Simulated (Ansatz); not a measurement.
Mulliken charges of HNaS (`[Na][SH]`) from r2SCAN/def2-TZVPP in Ansatz (PBE0-D4/def2-TZVP geometry).

| atom | x (Å) | y (Å) | z (Å) | charge (e) |
| --- | --- | --- | --- | --- |
| Na1 | 1.523 | -0.207 | 0.803 | 0.591 |
| S2 | -0.548 | 0.679 | -0.223 | -0.669 |
| H3 | -0.986 | -0.537 | -0.593 | 0.078 |

**Question.** By hand: the dipole of these point charges (1 e Å = 4.8032 D).

**Answer.** Σ q r = (1.190, -0.618, 0.578) e Å, of length 1.460 e Å = 7.01 D.

**Question.** How does the dipole of the full density compare? (Best estimate.)

**Answer.** Computed: (1.426, -0.700, 0.697) e Å, 8.33 D; the point charges give 0.84 times that, at 1° from its direction.

Point charges leave out the atoms' own dipoles, such as those of lone pairs, and Mulliken's split depends on the basis, so the two needn't agree.
